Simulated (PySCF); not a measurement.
Reaction (SMILES): [C-]#[NH+] (C-NH) + 3 [H][H] (H2) → C (CH4) + N (NH3)
B3LYP-D3(BJ)/def2-TZVP geometries, fixed; electronic energies without zero-point terms.

Effect of the auxiliary basis of density fitting at HF/aug-cc-pVTZ with PySCF, against the last row, where the energy of full hydrogenation is -88.46 kcal/mol.

| setting | fitting functions, largest species | largest shift of a total energy (mEh) | shift of the energy of full hydrogenation (kcal/mol) |
|---|---|---|---|
| density fitting: autoaux | 545 | 0.005 | -0.002 |
| density fitting: def2-universal-jkfit | 147 | 0.040 | -0.015 |
| density fitting: cc-pvtz-jkfit | 199 | 0.087 | -0.053 |
| density fitting: cc-pvqz-jkfit | 310 | 0.007 | -0.003 |
| density fitting: none | - | 0.000 | 0.000 |

Within 0.05 kcal/mol in the energy of full hydrogenation: density fitting: autoaux; density fitting: def2-universal-jkfit; density fitting: cc-pvqz-jkfit. The largest shift is 0.087 mEh in a total energy and 0.053 kcal/mol in the difference.
